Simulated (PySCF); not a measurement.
## Si: ionisation energy

Si [Ne] 3s2 3p2 (3P) → Si⁺ [Ne] 3s2 3p1 (2P), as a difference of total energies. Computed with PySCF 2.14 in aug-cc-pCVTZ-DK with one added diffuse shell each of s, p, d, f type (9s8p6d4f, 91 functions), with scalar relativity by spin-free X2C-1e. Correlated levels: valence and next inner shell: 1s2 frozen. The calculations carry no spin-orbit coupling.

Task: Order these methods by the ionisation energy they give, lowest first.
A. UHF
B. SCS-MP2 (valence and next inner shell)
C. CCSD(T) (valence and next inner shell)
D. CCSD (valence and next inner shell)

Result: A (7.627 eV), B (7.951 eV), D (8.064 eV), C (8.101 eV).

Errors of the correlated levels include the incompleteness of this basis and the frozen core.

For comparison: 8.157 eV (measured; NIST levels, between the centres of gravity of the two terms).
